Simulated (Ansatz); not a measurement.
Ansatz (an electronic-structure program) input (B3LYP-D3(BJ)/def2-TZVP):

Ansatz 0.2 input:
```yaml
crystal:
  periodic: [false, false, false]
  atoms:
    - {symbol: C, position_ang: [0.04224489, -0.56967492, 0.04211330]}
    - {symbol: O, position_ang: [-0.04486502, 0.78779394, -0.03501777]}
    - {symbol: H, position_ang: [1.07433732, -0.94369547, -0.01301193]}
    - {symbol: H, position_ang: [-0.49479825, -0.99234206, 0.90297455]}
    - {symbol: H, position_ang: [-0.47408828, -0.94826445, -0.86250030]}
basis:
  gaussian:
    orbitals: def2-TZVP
hamiltonian:
  xc: b3lyp
  dispersion: d3bj
magnetization: {spin_polarized: true, initial_magnetization: 1}
phonons: {temperatures: {t_min: 298.15, t_max: 298.15, t_step: 100}}
```

Output:

```
Functional definition: B3LYP
integrals: 0.01 GiB planned
463 factors; their error is unknown
mean field: 0.19 GiB planned
mean field evaluation 1: about -3128.9173 eV, gradient 2.7e1 eV
mean field evaluation 2: about -3128.0742 eV, gradient 3.1e1 eV
mean field evaluation 4: about -3132.1187 eV, gradient 2.3e0 eV
mean field evaluation 8: about -3132.1345 eV, gradient 2.7e-2 eV
mean field evaluation 16: about -3132.1345 eV, gradient 9.3e-6 eV
mean field -3132.13449698 eV, -115.1038197270 hartree, gradient 6.8e-6 eV, S^2 0.753629; 1 other end points of the search recorded, 0 dependent functions left out
the calculation of the forces begins
reference -3132.13468812 eV, -115.1038267513 hartree; 9, 8 occupied and 71, 72 virtual orbitals, 463 factors
these checks for a lower state are left out or cut short: stability, starts, cluster_reference, orbital_swaps, neighbouring_geometries, increment
integrals: 0.01 GiB planned
463 factors; their error is unknown
mean field: 0.19 GiB planned
mean field evaluation 32: about -3132.1344 eV, gradient 2.2e-3 eV
mean field -3132.13435532 eV, -115.1038145212 hartree, gradient 2.8e-6 eV, S^2 0.753646; 0 other end points of the search recorded, 0 dependent functions left out
the calculation of the forces begins
reference -3132.13454643 eV, -115.1038215444 hartree; 9, 8 occupied and 71, 72 virtual orbitals, 463 factors
these checks for a lower state are left out or cut short: stability, starts, cluster_reference, orbital_swaps, neighbouring_geometries, increment
integrals: 0.01 GiB planned
463 factors; their error is unknown
mean field: 0.19 GiB planned
mean field -3132.13435583 eV, -115.1038145398 hartree, gradient 2.4e-6 eV, S^2 0.753612; 0 other end points of the search recorded, 0 dependent functions left out
the calculation of the forces begins
reference -3132.13454700 eV, -115.1038215651 hartree; 9, 8 occupied and 71, 72 virtual orbitals, 463 factors
these checks for a lower state are left out or cut short: stability, starts, cluster_reference, orbital_swaps, neighbouring_geometries, increment
integrals: 0.01 GiB planned
463 factors; their error is unknown
mean field: 0.19 GiB planned
mean field -3132.13436883 eV, -115.1038150174 hartree, gradient 1.3e-6 eV, S^2 0.753614; 0 other end points of the search recorded, 0 dependent functions left out
the calculation of the forces begins
reference -3132.13455979 eV, -115.1038220351 hartree; 9, 8 occupied and 71, 72 virtual orbitals, 463 factors
these checks for a lower state are left out or cut short: stability, starts, cluster_reference, orbital_swaps, neighbouring_geometries, increment
integrals: 0.01 GiB planned
463 factors; their error is unknown
mean field: 0.19 GiB planned
mean field -3132.13436531 eV, -115.1038148882 hartree, gradient 1.2e-6 eV, S^2 0.753644; 0 other end points of the search recorded, 0 dependent functions left out
the calculation of the forces begins
reference -3132.13455663 eV, -115.1038219190 hartree; 9, 8 occupied and 71, 72 virtual orbitals, 463 factors
these checks for a lower state are left out or cut short: stability, starts, cluster_reference, orbital_swaps, neighbouring_geometries, increment
integrals: 0.01 GiB planned
463 factors; their error is unknown
mean field: 0.19 GiB planned
mean field evaluation 64: about -3132.1345 eV, gradient 6.7e-5 eV
mean field -3132.13448633 eV, -115.1038193358 hartree, gradient 3.0e-6 eV, S^2 0.753630; 0 other end points of the search recorded, 0 dependent functions left out
the calculation of the forces begins
reference -3132.13467750 eV, -115.1038263608 hartree; 9, 8 occupied and 71, 72 virtual orbitals, 463 factors
these checks for a lower state are left out or cut short: stability, starts, cluster_reference, orbital_swaps, neighbouring_geometries, increment
integrals: 0.01 GiB planned
463 factors; their error is unknown
mean field: 0.19 GiB planned
mean field -3132.13448676 eV, -115.1038193516 hartree, gradient 2.8e-6 eV, S^2 0.753628; 0 other end points of the search recorded, 0 dependent functions left out
the calculation of the forces begins
reference -3132.13467788 eV, -115.1038263751 hartree; 9, 8 occupied and 71, 72 virtual orbitals, 463 factors
these checks for a lower state are left out or cut short: stability, starts, cluster_reference, orbital_swaps, neighbouring_geometries, increment
integrals: 0.01 GiB planned
463 factors; their error is unknown
mean field: 0.19 GiB planned
mean field -3132.13443584 eV, -115.1038174801 hartree, gradient 2.0e-6 eV, S^2 0.753635; 0 other end points of the search recorded, 0 dependent functions left out
the calculation of the forces begins
reference -3132.13462706 eV, -115.1038245074 hartree; 9, 8 occupied and 71, 72 virtual orbitals, 463 factors
these checks for a lower state are left out or cut short: stability, starts, cluster_reference, orbital_swaps, neighbouring_geometries, increment
integrals: 0.01 GiB planned
463 factors; their error is unknown
mean field: 0.19 GiB planned
mean field -3132.13444187 eV, -115.1038177017 hartree, gradient 1.9e-6 eV, S^2 0.753623; 0 other end points of the search recorded, 0 dependent functions left out
the calculation of the forces begins
reference -3132.13463292 eV, -115.1038247229 hartree; 9, 8 occupied and 71, 72 virtual orbitals, 463 factors
these checks for a lower state are left out or cut short: stability, starts, cluster_reference, orbital_swaps, neighbouring_geometries, increment
integrals: 0.01 GiB planned
463 factors; their error is unknown
mean field: 0.19 GiB planned
mean field -3132.13441101 eV, -115.1038165675 hartree, gradient 1.6e-6 eV, S^2 0.753629; 0 other end points of the search recorded, 0 dependent functions left out
the calculation of the forces begins
reference -3132.13460223 eV, -115.1038235947 hartree; 9, 8 occupied and 71, 72 virtual orbitals, 463 factors
these checks for a lower state are left out or cut short: stability, starts, cluster_reference, orbital_swaps, neighbouring_geometries, increment
integrals: 0.01 GiB planned
463 factors; their error is unknown
mean field: 0.19 GiB planned
mean field evaluation 96: about -3132.1383 eV, gradient 2.3e-1 eV
mean field -3132.13440812 eV, -115.1038164613 hartree, gradient 2.4e-6 eV, S^2 0.753629; 0 other end points of the search recorded, 0 dependent functions left out
the calculation of the forces begins
reference -3132.13459918 eV, -115.1038234826 hartree; 9, 8 occupied and 71, 72 virtual orbitals, 463 factors
these checks for a lower state are left out or cut short: stability, starts, cluster_reference, orbital_swaps, neighbouring_geometries, increment
integrals: 0.01 GiB planned
463 factors; their error is unknown
mean field: 0.19 GiB planned
mean field -3132.13447152 eV, -115.1038187912 hartree, gradient 2.4e-6 eV, S^2 0.753627; 0 other end points of the search recorded, 0 dependent functions left out
the calculation of the forces begins
reference -3132.13466262 eV, -115.1038258140 hartree; 9, 8 occupied and 71, 72 virtual orbitals, 463 factors
these checks for a lower state are left out or cut short: stability, starts, cluster_reference, orbital_swaps, neighbouring_geometries, increment
integrals: 0.01 GiB planned
463 factors; their error is unknown
mean field: 0.19 GiB planned
mean field -3132.13447236 eV, -115.1038188223 hartree, gradient 2.6e-6 eV, S^2 0.753631; 0 other end points of the search recorded, 0 dependent functions left out
the calculation of the forces begins
reference -3132.13466354 eV, -115.1038258480 hartree; 9, 8 occupied and 71, 72 virtual orbitals, 463 factors
these checks for a lower state are left out or cut short: stability, starts, cluster_reference, orbital_swaps, neighbouring_geometries, increment
integrals: 0.01 GiB planned
463 factors; their error is unknown
mean field: 0.19 GiB planned
mean field -3132.13448513 eV, -115.1038192914 hartree, gradient 1.8e-6 eV, S^2 0.753626; 0 other end points of the search recorded, 0 dependent functions left out
the calculation of the forces begins
reference -3132.13467626 eV, -115.1038263154 hartree; 9, 8 occupied and 71, 72 virtual orbitals, 463 factors
these checks for a lower state are left out or cut short: stability, starts, cluster_reference, orbital_swaps, neighbouring_geometries, increment
integrals: 0.01 GiB planned
463 factors; their error is unknown
mean field: 0.19 GiB planned
mean field -3132.13448504 eV, -115.1038192881 hartree, gradient 1.2e-6 eV, S^2 0.753632; 0 other end points of the search recorded, 0 dependent functions left out
the calculation of the forces begins
reference -3132.13467618 eV, -115.1038263127 hartree; 9, 8 occupied and 71, 72 virtual orbitals, 463 factors
these checks for a lower state are left out or cut short: stability, starts, cluster_reference, orbital_swaps, neighbouring_geometries, increment
integrals: 0.01 GiB planned
463 factors; their error is unknown
mean field: 0.19 GiB planned
mean field evaluation 128: about -3132.1344 eV, gradient 7.2e-2 eV
mean field -3132.13441486 eV, -115.1038167093 hartree, gradient 1.9e-6 eV, S^2 0.753616; 0 other end points of the search recorded, 0 dependent functions left out
the calculation of the forces begins
reference -3132.13460594 eV, -115.1038237314 hartree; 9, 8 occupied and 71, 72 virtual orbitals, 463 factors
these checks for a lower state are left out or cut short: stability, starts, cluster_reference, orbital_swaps, neighbouring_geometries, increment
integrals: 0.01 GiB planned
463 factors; their error is unknown
mean field: 0.19 GiB planned
mean field -3132.13441604 eV, -115.1038167527 hartree, gradient 2.0e-6 eV, S^2 0.753643; 0 other end points of the search recorded, 0 dependent functions left out
the calculation of the forces begins
reference -3132.13460724 eV, -115.1038237791 hartree; 9, 8 occupied and 71, 72 virtual orbitals, 463 factors
these checks for a lower state are left out or cut short: stability, starts, cluster_reference, orbital_swaps, neighbouring_geometries, increment
integrals: 0.01 GiB planned
463 factors; their error is unknown
mean field: 0.19 GiB planned
mean field -3132.13448172 eV, -115.1038191661 hartree, gradient 2.5e-6 eV, S^2 0.753635; 0 other end points of the search recorded, 0 dependent functions left out
the calculation of the forces begins
reference -3132.13467289 eV, -115.1038261916 hartree; 9, 8 occupied and 71, 72 virtual orbitals, 463 factors
these checks for a lower state are left out or cut short: stability, starts, cluster_reference, orbital_swaps, neighbouring_geometries, increment
integrals: 0.01 GiB planned
463 factors; their error is unknown
mean field: 0.19 GiB planned
mean field -3132.13448144 eV, -115.1038191558 hartree, gradient 2.6e-6 eV, S^2 0.753623; 0 other end points of the search recorded, 0 dependent functions left out
the calculation of the forces begins
reference -3132.13467254 eV, -115.1038261788 hartree; 9, 8 occupied and 71, 72 virtual orbitals, 463 factors
Total energy: -3132.20073523 eV, -115.1062539379 hartree
Atom 0 at     0.042245    -0.569675     0.042113 Å, force    -0.000070    -0.000700    -0.000157 eV/Å
Atom 1 at    -0.044865     0.787794    -0.035018 Å, force     0.000075    -0.000812     0.000086 eV/Å
Atom 2 at     1.074337    -0.943695    -0.013012 Å, force    -0.000374     0.000527     0.000017 eV/Å
Atom 3 at    -0.494798    -0.992342     0.902975 Å, force     0.000174     0.000544    -0.000303 eV/Å
Atom 4 at    -0.474088    -0.948264    -0.862500 Å, force     0.000194     0.000440     0.000357 eV/Å
Dipole moment:     0.004094    -0.431222    -0.015888 e Å
Vibrations: 688.39 957.45 1106.40 1354.09 1365.13 1513.34 2890.07 2963.27 3005.67 cm⁻¹, zero-point energy 0.982191 eV
```

It need not be the lowest isomer of its formula.
